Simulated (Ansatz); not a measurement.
A made-up structure of CH2BO, doublet:

C1  (0.500, -0.480, 0.545)
B2  (-0.347, 0.333, -0.378)
O3  (1.299, -1.248, 1.417)
H4  (-0.849, -0.131, -1.303)
H5  (-0.529, 1.455, -0.201)
(Å)

It is relaxed with PBE-D4/def2-SVP and then PBE0-D4/def2-TZVP (Ansatz 0.2.0). Atoms count as bonded within 1.22 times the sum of their covalent radii (H–H: 0.88 Å). The end point is not checked to be a true minimum.

Problem. Does its bonding change? (A judgement: the text doesn't fix the answer.)

Solution. The calculation gives: No: no bond forms or breaks.

Where it ends: The first stage lowers the energy by 1.94 eV in 5 steps. It ends as CH₂BO ([BH2][C][O]):
| atom | x (Å) | y (Å) | z (Å) |
| --- | --- | --- | --- |
| C1 | 0.5068 | -0.4869 | 0.5530 |
| B2 | -0.3258 | 0.3124 | -0.3547 |
| O3 | 1.1567 | -1.1108 | 1.2615 |
| H4 | -0.8052 | -0.2520 | -1.2863 |
| H5 | -0.4579 | 1.4657 | -0.0922 |

Labels in which every atom is bracketed show which atoms are joined, not bond orders.

For scale, one of the runs: PBE0-D4/def2-TZVP relaxation, 105 basis functions, launched by `ansatz run in.yaml --threads 2 --pin off --events-out ev --progress --plain --max-ram 4352MiB`. Hardware: 2 CPU threads of an Arm Neoverse V2, shared host. Wall time about 7.5 s.
